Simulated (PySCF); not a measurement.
# OHOH: relaxation and vibrations of the singlet

The task is one start of a wider search on OHOH: the singlet, from a linear start. It is relaxed, tested by its Hessian and followed downhill if it is a saddle.

Method: PBE0, basis O def2-TZVP, H def2-TZVP, no relativity, density fitting; program: PySCF 2.14.0.

## Step 1: The starting structure

4 atoms, charge 0, spin multiplicity 1.

Bond lengths: O1–H2 0.950 Å, O1–O3 1.260 Å, O3–H4 0.960 Å. Angles: H2–O1–O3 180.0°, O1–O3–H4 130.0°.

Coordinates in bohr (charge 0 multiplicity 1):
```
O     0.0000    0.0000    0.0000
H     0.0000    0.0000    1.7952
O     0.0000    0.0000   -2.3811
H     1.3897    0.0000   -3.5472
```

## Step 2: The SCF at the typed geometry

The steps below are one call of a driver around PySCF. For each, scf.py gives the equivalent set-up of the SCF; relaxations use the driver's own optimiser. After this first run the driver tries any further starts and a stability analysis.

Contents of scf.py:

```python
from pyscf import gto, scf, dft
mol = gto.M(atom='''
O      0.000000     0.000000     0.000000
H      0.000000     0.000000     0.950000
O      0.000000     0.000000    -1.260000
H      0.735400     0.000000    -1.877100''',
    basis={'O': 'def2-TZVP', 'H': 'def2-TZVP'},
    charge=0, spin=0)
mf = dft.RKS(mol, xc='PBE0')
mf.grids.atom_grid = (50, 194)
aux = {'O': 'def2-universal-JKFIT', 'H': 'def2-universal-JKFIT'}
mf = mf.density_fit(auxbasis=aux)
mf.conv_tol = 1e-08
mf.diis_space = 10
mf.max_cycle = 60
mf.init_guess = 'minao'
mf.verbose = 4
mf.kernel()
```

Run with:

```bash
$ OMP_NUM_THREADS=2 python axn.py task.json out
```

The runs that follow: Linear start, singlet: relaxation; Vibrations and properties at this point; Downhill along the imaginary mode; Vibrations and properties at this point.

**Question.** What will these runs give? Wanted: minimum; geometry; wavenumbers; dipole moment; highest occupied, lowest empty level; polar-tensor charge of O1; zero-point energy; atomisation energy.

**Answer**, as computed:

| quantity | value |
| --- | --- |
| minimum | singlet, C2 |
| geometry | O–H 0.965 Å (×2), O–O 1.426 Å; H–O–O 101.1° (×2) |
| wavenumbers (cm⁻¹) | 396 (a), 1008 (a), 1347 (b), 1465 (a), 3808 (a), 3808 (b) |
| dipole moment | 1.86 D |
| highest occupied, lowest empty level | -8.13, 0.73 eV |
| polar-tensor charge of O1 | -0.25 e |
| zero-point energy | 70.8 kJ/mol |
| entropy at 298.15 K | 226.7 J/(mol K) |
| atomisation energy (no zero-point energy) | 1091 kJ/mol |

What this shows: The linear start (Cs) ends in a minimum of C2 symmetry, after a stop at a saddle point 33.6 kJ/mol higher, from which it was pushed off along an imaginary mode. In the infrared the band at 396 cm⁻¹ (a) leads. Other starts or spin states, not run here, may lie lower.
